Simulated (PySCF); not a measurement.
Cartesian coordinates (Å):
```xyz
2

S      0.6786     0.0000     0.0000
H     -0.6786     0.0000     0.0000
```
Charge 0, spin multiplicity 2.

### Question
What is the computed total energy, highest occupied spin orbital and dipole moment (PBE-D3(BJ)/def2-TZVP in PySCF)?

### Answer

```json
{
 "total_energy": "-10845.86 eV",
 "highest_occupied_spin_orbital": "-6.12 eV",
 "dipole_moment": "0.87 D"
}
```
